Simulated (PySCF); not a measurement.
**NaF: from constants to spectrum**

RHF-CCSD(T) constants of NaF, ¹Σ⁺ (singlet), closed shell (basis Na pcseg-2, F pcseg-2; no relativity; PySCF 2.14; masses 22.9898 and 18.9984 u):

- ωe: 511.9 cm⁻¹
- ωexe: 2.64 cm⁻¹
- Be: 0.42548 cm⁻¹
- αe: 0.00417 cm⁻¹
- D (centrifugal): 1.18e-06 cm⁻¹
- De to Na + F: 4.69 eV

Question: Give the band origin of the fundamental and the first lines of its P and R branches.

Answer: ν0 = ωe − 2ωexe = 506.6 cm⁻¹, B0 = 0.42340, B1 = 0.41923 cm⁻¹.

```csv
J″,P(J″) − ν0,R(J″) − ν0
0,,0.838
1,-0.847,1.669
2,-1.702,2.490
3,-2.565,3.303
4,-3.437,4.108
5,-4.317,4.905
6,-5.205,5.692
```

Question: Near which J would the R branch turn back, without centrifugal distortion?

Answer: At J ≈ (B0 + B1)/(2(B0 − B1)) − 1 ≈ 100.

Correlated steps freeze 2 core orbitals. Where the molecule has an RHF reference, its open-shell atoms are computed with UHF.
